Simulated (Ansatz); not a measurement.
## Ge$_{2}$⁺, quartet: reading a ladder of total energies

Geometry: that of the Ge2⁺, doublet, kept fixed.

| atom | x (Å) | y (Å) | z (Å) |
| --- | --- | --- | --- |
| Ge | 0.0000 | 0.0000 | 0.0000 |
| Ge | 0.0000 | 0.0000 | 2.4906 |

Basis cc-pVTZ; Ansatz 0.2.0. Correlated methods freeze the noble-gas cores and the filled d shells of p-block atoms, which leaves 7 electrons in 58 orbitals. Prefix R: restricted or restricted open-shell reference; prefix U: unrestricted. No spin–orbit coupling is included, and no scalar relativity.

Full CI isn't at hand for all of this; UCCSDT(Q) serves as the reference, and is uncertain by the last step of the cluster series or more.

UCCSD has a T1 diagnostic of 0.021 and a largest doubles amplitude of 0.12.

Runs differ by some tens of microhartree through their thresholds and, for an open shell, their frozen cores, so steps under 0.03 kcal/mol mean nothing.

Here the R and U totals at CCSDT(Q) differ by 0.36 kcal/mol, a measure of how far such totals hang on the determinant and its frozen core.

| level | total energy (hartree) |
| --- | --- |
| UHF | -4150.521094 |
| UMP2 | -4150.644453 |
| UCCSD | -4150.668853 |
| UCCSD(T) | -4150.677879 |
| UCCSDT | -4150.679580 |
| UCCSDT(Q) | -4150.680261 |

What is the correlation energy at UCCSDT(Q), and what share of it do UMP2 and UCCSDT recover?

E(corr) = -4150.680261 − (-4150.521094) = -0.159167 hartree = -4.331 eV. UMP2: -0.123359 / -0.159167 = 77.50 %. UCCSDT: -0.158486 / -0.159167 = 99.57 %.

By how many kcal/mol does UCCSD(T) miss UCCSDT(Q) (1 hartree = 627.509 kcal/mol), and which steps make up the rest?

-4150.677879 − (-4150.680261) = 0.002382 hartree = 1.49 kcal/mol. Steps: UCCSDT − UCCSD(T) = -1.07, UCCSDT(Q) − UCCSDT = -0.43 kcal/mol. Differences between like states or geometries often cancel part of this.
